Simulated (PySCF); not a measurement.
# Level of theory and adiabatic energies of losing or gaining an electron: propyne

Structure: `C#CC` (C3H4).

All levels share the PBE0-D3(BJ)/ma-def2-SVP structures and the PBE0-D3(BJ)/ma-def2-SVP thermal terms; only the single-point energies (PySCF) change. Values are adiabatic energies of losing or gaining an electron (0 K, eV).

Measured (NIST Chemistry WebBook): adiabatic ionisation energy 10.36 eV.

```tsv
level	ionisation energy to the radical cation	time
PBE0-D3(BJ)/6-31G	9.90	5.2 s
PBE0-D3(BJ)/aug-cc-pVDZ	9.92	13 s
PBE0-D3(BJ)/cc-pVTZ	9.94	21 s
PBE0-D3(BJ)/def2-SVP	9.95	7.8 s
PBE0-D3(BJ)/ma-def2-TZVP	9.95	–
M06/ma-def2-TZVP (grid 3)	9.96	56 s
PBE0-D3(BJ)/6-311++G(2d,2p)	9.97	15 s
PBE0-D3(BJ)/6-311+G**	9.98	10 s
BP86-D3(BJ)/ma-def2-TZVP	9.99	51 s
PBE0-D3(BJ)/ma-def2-SVP	10.00	12 s
B3LYP-D3(BJ)/ma-def2-TZVP	10.02	20 s
```

Times are wall times for all single points of a level on 1 thread of Arm Neoverse V1, a shared host; the dash marks the run that also made the structures. BP86 ran on a slower path of this set-up, which computes the density-fitting integrals anew in every SCF cycle while the other levels store them. So the times needn't show the usual order of cost, and those levels read slower than they are.

The spread: 0.12 eV, from 9.90 to 10.02.
